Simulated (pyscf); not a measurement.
Elementary routes open to `[O]=[GeH][OH]` in the gas phase (singlet surface):
A. `[O]=[Ge]` [singlet] + `[OH2]` (Ge–O, Ge–H broken; H–O formed)
B. `[OH][Ge][OH]` [singlet] (Ge–H broken; H–O formed)

PySCF, gas phase, ωB97X-D3(BJ)/def2-SVP geometries. Correlated levels are frozen-core, on RHF or UHF. ΔMP2 is the change of the MP2 total energy from the triple- to the quadruple-zeta basis.

Q: Rank the routes by free-energy barrier at 600 K, lowest first, for CCSD(T)/def2-TZVPP + ΔMP2(QZVPP) energies (ideal gas, 1 atm, RRHO with modes under 100 cm⁻¹ raised to 100, one conformer, R ln 2 for rigid chiral ones).

A: B (41.0 kcal/mol), A (46.3 kcal/mol)

Route B is the fastest of these, ahead of the next by 5.3 kcal/mol. The most stable products are those of B (ΔG = -36.9 kcal/mol), so kinetics and thermodynamics agree. At 1200 K B is still the fastest. A: On the product side the descent ends in a bound adduct, 9.8 kcal/mol under the separated species and 61.3 kcal/mol under the saddle at ωB97X-D3(BJ)/def2-TZVP. Only these routes are compared; each barrier is that of the saddle found, and lower ones may exist. A restricted solution here is unstable towards spin polarisation, so biradical character is likely and single-reference numbers are less safe. The CCSD(T) − MP2 part came from Ansatz, without density fitting, on the same reference. The frozen core leaves the outer d or s,p core shells of the metals and heavy elements correlated in the MP2 and CC values, and def2-TZVPP describes them poorly, which can shift differences by a few kcal/mol. Elements up to Kr have no core potential and no relativistic terms here.
